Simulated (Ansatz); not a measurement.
Basis-set extrapolation for CHCl₃ (PBE0-D4/def2-TZVP geometry, frozen core, Ansatz). Multiplicity 1, RHF reference.

```tsv
	def2-TZVPP	def2-QZVPP
HF	-1416.978940	-1417.018904
MP2 correlation	-0.739233	-0.809996
CCSD(T) correlation	-0.822484	-0.893331
```

Energies in hartree. Use E(X) = E(∞) + A·exp(−7.88·√X) for Hartree–Fock and E(X) = E(∞) + B·X^(−2.97) for correlation, with X = 3 and 4.

Question: What is the CCSD(T) energy at the basis-set limit?

Answer: HF limit: -1417.018904 + (-0.039964) × 0.13774 = -1417.02441. Correlation limit: -0.893331 + (-0.070847) × 0.74074 = -0.94581. Total: -1417.97022 hartree, 4.59 eV below CCSD(T)/def2-TZVPP.
